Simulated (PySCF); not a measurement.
**AlN: frontier orbitals**

UHF at R = 1.944 Å; Al def2-SVPD, N def2-SVPD; no relativity (PySCF 2.14). State: ³Σ⁻ (triplet), unpaired electrons π ↑↑. Only the outer orbitals are listed, counted within each symmetry.

| spin | orbital | occ. | ε (eV) | on Al (%) | main shells (%) |
| --- | --- | --- | --- | --- | --- |
| α | 5σ | 1 | -29.20 | 4 | 94 N s |
| α | 2π | 1 | -13.75 | 5 | 94 N p |
| α | 2π | 1 | -13.75 | 5 | 94 N p |
| α | 6σ | 1 | -13.70 | 28 | 68 N p, 26 Al s |
| α | 7σ | 1 | -8.75 | 82 | 62 Al s, 19 Al p, 15 N p |
| α | 3π | 0 | 1.08 | 98 | 95 Al p |
| α | 3π | 0 | 1.08 | 98 | 95 Al p |
| α | 8σ | 0 | 1.84 | 105 | 98 Al s |
| β | 5σ | 1 | -22.00 | 12 | 86 N s |
| β | 6σ | 1 | -11.99 | 43 | 49 N p, 42 Al s, 8 N s |
| β | 7σ | 1 | -8.28 | 70 | 40 Al s, 29 Al p, 25 N p |
| β | 2π | 0 | 0.39 | 91 | 90 Al p, 9 N p |
| β | 2π | 0 | 0.39 | 91 | 90 Al p, 9 N p |
| β | 8σ | 0 | 1.87 | 105 | 98 Al s |

Question: Which are the highest filled and the lowest empty level, where do they sit, and how wide is the gap?

Answer: Highest filled β 7σ at -8.28 eV (in %: 40 Al s, 29 Al p, 25 N p); lowest empty β 2π at 0.39 eV (in %: 90 Al p, 9 N p); the gap at UHF is 8.67 eV. An empty level above zero is unbound, and its energy depends on the basis.

```
bond order (Mayer)                              : 0.83
⟨S²⟩                                            : 2.019
charge on Al (Mulliken, basis-dependent)        : 0.51
charge on Al (Löwdin, basis-dependent)          : 0.35
dipole moment (positive dipole means Al(−)N(+)) : -1.50 D
polarisability along the bond                   : 46.4 bohr³
polarisability across the bond                  : 27.8 bohr³
```

Shares are Mulliken populations and can fall outside 0 to 100 %.

The state is the lowest determinant that a PBE0 search found; another state may lie lower at other levels.
